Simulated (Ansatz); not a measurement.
`CC(N)(F)C=O`, relaxed with RKS PBE0-D4/def2-TZVP in Ansatz 0.2.0 from a PBE-D4/def2-SVP geometry. The force threshold is 0.005 eV/Å; the program also tests the step.

The species carries charge 0 and has multiplicity 1.

Start:

```xyz
12

C     0.726    0.614    0.936
C    -0.264    0.156   -0.129
N     0.370   -0.011   -1.392
F    -1.321    1.089   -0.163
C    -0.873   -1.217    0.234
O    -2.055   -1.465    0.205
H     1.175    1.580    0.630
H     0.206    0.768    1.901
H     1.536   -0.127    1.070
H     0.905    0.822   -1.666
H    -0.316   -0.220   -2.127
H    -0.090   -1.991    0.500
```

```tsv
step	energy (eV)	largest force (eV/Å)	largest move (Å)
1	-9456.1684	1.031	0.000
2	-9456.2205	0.176	0.026
3	-9456.2232	0.274	0.034
4	-9456.2240	0.152	0.033
5	-9456.2255	0.147	0.036
6	-9456.2267	0.111	0.045
7	-9456.2271	0.043	0.005
8	-9456.2273	0.016	0.015
9	-9456.2275	0.043	0.020
10	-9456.2276	0.064	0.019
11	-9456.2277	0.054	0.015
12	-9456.2277	0.034	0.014
13 (rejected)	-9456.2276	0.080	0.023
14	-9456.2278	0.003	0.003
```

End:

```xyz
12

C     0.700    0.609    0.933
C    -0.267    0.153   -0.139
N     0.382   -0.002   -1.387
F    -1.308    1.076   -0.193
C    -0.859   -1.205    0.236
O    -2.023   -1.423    0.381
H     1.158    1.552    0.629
H     0.169    0.768    1.871
H     1.488   -0.131    1.081
H     0.917    0.818   -1.640
H    -0.272   -0.221   -2.127
H    -0.086   -1.994    0.355
```

Hardware: 4 threads of an Arm Neoverse V2 on a shared host. Wall time 54 s, peak host memory 0.59 GiB.
